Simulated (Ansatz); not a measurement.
C3H4S can be A, `CC=C=S`, or B, `SC1=CC1`.

Calculated with Ansatz (gas phase, PBE0-D4/def2-TZVP geometries, no zero-point term in ΔE). CCSD(T)/CBS adds triple-zeta CCSD(T) − MP2 to the extrapolated MP2 energy (def2 sets, frozen cores). DFT in def2-TZVPP. B3LYP here is the variant with VWN-RPA as its local correlation; programs differ in this. One conformer a species, not always the lowest.

Question: Which is lower in electronic energy at CCSD(T)/CBS, and by how much? (Estimate.)

Answer: Ansatz gave: A, by 127.8 kJ/mol.

Question: Give E(B) − E(A) in kJ/mol with ωB97M-V, HF/def2-TZVPP, B3LYP, MP2/def2-TZVPP, CCSD/def2-TZVPP, LDA (SPW92), CCSD(T)/def2-SVP. (Best estimate.)

Answer: The calculation gave: ωB97M-V 123.8, HF/def2-TZVPP 135.0, B3LYP 140.7, MP2/def2-TZVPP 125.7, CCSD/def2-TZVPP 127.7, LDA (SPW92) 114.6, CCSD(T)/def2-SVP 129.4. None reverses the order clearly.

Question: Does the order hold for the free energy at 298.15 K (harmonic terms from PBE0-D4)? (An estimate is asked.)

Answer: The calculation gave: Yes: G(B) − G(A) = +122.8 kJ/mol, for one conformer each.

Largest T1 diagnostic: 0.016.

From BLYP to BHLYP (50 % exact exchange), in def2-TZVPP and without D4, E(B) − E(A) moves by −15.2 kJ/mol. In def2-TZVPP, CCSD(T) changes the Hartree–Fock value by −3.5 kJ/mol (the triples alone add +3.9 kJ/mol) and MP2 by −9.3 kJ/mol.
